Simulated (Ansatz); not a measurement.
The input, for Ansatz 0.2.0:

```yaml
crystal:
  periodic: [false, false, false]
  atoms:
    - {symbol: B, position_ang: [-2.274656, 0.000000, 0.000000]}
    - {symbol: H, position_ang: [-2.871390, 1.033571, 0.000000]}
    - {symbol: H, position_ang: [-2.871390, -1.033571, 0.000000]}
    - {symbol: H, position_ang: [-0.887656, 0.000000, 0.000000]}
    - {symbol: S, position_ang: [0.975344, 0.000000, 0.000000]}
basis:
  gaussian: {orbitals: cc-pVDZ}
magnetization: {spin_polarized: true, initial_magnetization: 2}
hamiltonian: {xc: hf}
output: {orbitals: {seedname: orbitals}}
```

```sh
$ ansatz run in.yaml --threads 1 --pin off --events-out ev --progress --plain --max-ram 2393MiB
```

The program prints:

```
454 factors; integrals over basis functions are off by at most 1.3e-3 eV
mean field evaluation 1: about -11532.4278 eV, gradient 9.3e0 eV
mean field evaluation 2: about -11532.4506 eV, gradient 9.3e0 eV
mean field evaluation 4: about -11533.6514 eV, gradient 1.3e0 eV
mean field evaluation 8: about -11533.6995 eV, gradient 9.1e-2 eV
mean field evaluation 16: about -11533.6998 eV, gradient 5.5e-6 eV
mean field evaluation 32: about -11533.6909 eV, gradient 2.0e-2 eV
mean field evaluation 64: about -11533.6689 eV, gradient 9.2e-1 eV
mean field evaluation 96: about -11532.9210 eV, gradient 1.4e-1 eV
mean field evaluation 128: about -11533.6994 eV, gradient 1.0e-1 eV
mean field evaluation 160: about -11529.4230 eV, gradient 6.3e-1 eV
mean field -11533.69977913 eV, -423.8556490605 hartree, gradient 2.7e-6 eV, S^2 2.020544; 6 other end points of the search recorded, 0 dependent functions left out
reference -11533.69977913 eV, -423.8556490605 hartree; 13, 11 occupied and 34, 36 virtual orbitals, 454 factors
Total energy: -11533.69977913 eV, -423.8556490605 hartree
```

Ran on 1 thread of Arm Neoverse V1, shared host: 1.3 s wall, 0.08 GiB peak host memory.
